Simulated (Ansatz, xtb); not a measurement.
Molecule: C$_{2}$H$_{5}$, charge -1, multiplicity 1. It need not be the lowest isomer of its formula. Whether it binds its extra electron was not tested at this geometry. SMILES: [CH2-]C
Coordinates optimised at B3LYP-D3(BJ)/def2-TZVP (Ansatz, a first-principles code):
```xyz
7

C      0.0034     0.1041     0.8446
C     -0.0032     0.0284    -0.6847
H     -0.8717    -0.4578     1.2295
H      0.8860    -0.4513     1.2217
H     -0.0018    -0.9800    -1.1931
H     -0.8824     0.5438    -1.1048
H      0.8685     0.5502    -1.1127
```
Charge -1, spin multiplicity 1.

Harmonic wavenumbers from GFN2-xTB (xtb, at its own minimum), cm⁻¹: 354, 837, 874, 969, 1182, 1275, 1394, 1530, 1551, 1558, 2343, 2392, 2484, 2819, 2847.

**Question.** Give the harmonic wavenumbers at B3LYP-D3(BJ)/def2-TZVP (Ansatz, finite differences of forces, unscaled).

**Answer.** 309, 762, 858, 933, 1079, 1234, 1363, 1439, 1456, 1485, 2561, 2847, 2863, 2906, 2935 cm⁻¹. Zero-point energy 35.8 kcal/mol.

**Question.** From these and the geometry, give the ideal-gas thermochemistry at 298.15 K and 1 atm (rigid rotor, harmonic oscillator).

**Answer.** Point group Cs, rotational symmetry number 1. Rotational constants 97.17, 21.77, 20.87 GHz. S(trans) 36.03, S(rot) 19.53, S(vib) 2.06, S(elec, spin only) 0.00, S 57.6 cal/(mol K). H(298) - H(0) 2.80 kcal/mol; G - E(el) 21.4 kcal/mol.
